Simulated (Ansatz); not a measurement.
Calculated with Ansatz (gas phase, PBE0-D4/def2-TZVP geometries, no zero-point term in ΔE). CCSD(T)/CBS is the MP2 limit (def2-TZVPP, def2-QZVPP) plus CCSD(T) − MP2 in def2-TZVPP, frozen cores. This one scheme is used for every species. Functionals use def2-TZVPP. One conformer a species, not always the lowest.

Consider the formal hydrolysis of a C–F bond: `FC1(F)C=C1` + H₂O → `OC1(F)C=C1` + H–F.

`FC1(F)C=C1`:

Z-matrix (Å, degrees):
```
C
F 1 1.355
C 1 1.439 2 122.4
F 1 1.355 2 106.1 3 -147.4
C 1 1.440 2 122.4 3 65.3
H 3 1.078 1 148.9 2 -71.1
H 5 1.078 1 148.9 2 71.1
```

H₂O:

Cartesian coordinates in Å:
```
O -0.299 -0.106 0.226
H -0.270 0.620 -0.401
H 0.568 -0.514 0.175
```

`OC1(F)C=C1`:

```xyz
8

O    -1.502   -0.054   -0.495
C    -0.133   -0.031   -0.393
F     0.401    0.089   -1.664
C     0.570   -0.792    0.612
C     0.619    0.510    0.727
H    -1.772    0.670   -1.069
H     0.847   -1.759    1.000
H     0.970    1.366    1.282
```

H–F:

```xyz
2

F    -0.195   -0.310    0.278
H     0.195    0.310   -0.278
```

```tsv
level	ΔE (kcal/mol)
PBE-QIDH	-0.4
HF/CBS(def2)	1.9
```

Task: What does CCSD(T)/CBS give? (Best estimate.)

Result: Ansatz gave: -0.6 kcal/mol. The listed levels differ from it by 0.2, 2.5 kcal/mol.

Largest T1 diagnostic among the species: 0.011.

Leaving LDA and LC-ωPBE aside and taking each functional with its dispersion term where it has one, the values, not all of them listed here, spread over 1.8 kcal/mol, from PBE-QIDH to B97M-V. LDA lies −0.9 kcal/mol from PBE without D4. In def2-TZVPP, CCSD(T) changes the Hartree–Fock value by −2.2 kcal/mol (the triples alone add −0.3 kcal/mol) and MP2 by −3.1 kcal/mol.
